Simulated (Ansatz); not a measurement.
Harmonic wavenumber of diatomic hydrides, at UKS-PBE and at FCI.

Values in cm⁻¹, from Ansatz (an electronic-structure program). Where two bases are given, the first is that of UKS-PBE. Full CI is exact in its basis, with frozen cores. Scans on which UKS-PBE failed, held another spin at the minimum or broke off are missing, so the means are lower bounds.

| system | basis | UKS-PBE | FCI | UKS-PBE − FCI |
|---|---|---|---|---|
| HF singlet | def2-SVP | 3960 | 4190 | -230 |
| HMg doublet | aug-cc-pVQZ | 1420 | 1490 | -70 |
| HMg doublet | cc-pVDZ | 1380 | 1470 | -90 |
| HBe cation singlet | cc-pVQZ | 2140 | 2210 | -70 |
| HGa singlet | cc-pVQZ | 1520 | 1600 | -80 |
| HLi singlet | cc-pVTZ | 1370 | 1390 | -20 |
| HMg doublet | aug-cc-pVTZ | 1420 | 1480 | -60 |
| HLi singlet | def2-SVP | 1390 | 1410 | -20 |
| HS doublet | cc-pVDZ | 2600 | 2680 | -80 |
| HP triplet | def2-TZVP | 2280 | 2350 | -70 |
| HAl singlet | cc-pVTZ | 1590 | 1680 | -90 |
| HGe doublet | cc-pVTZ | 1820 | 1890 | -70 |
| HO doublet | cc-pVDZ | 3520 | 3700 | -180 |
| HSi doublet | aug-cc-pVTZ | 1950 | 2020 | -70 |

The mean error against full CI is -86 cm⁻¹ (median -70) and the mean absolute one 86 cm⁻¹ (median 70); UKS-PBE lies above in 0 and below in 14 of 14 cases. It is closest for HLi singlet (-20), HLi singlet (-20), HMg doublet (-60) and furthest off for HF singlet (-230), HO doublet (-180), HMg doublet (-90).
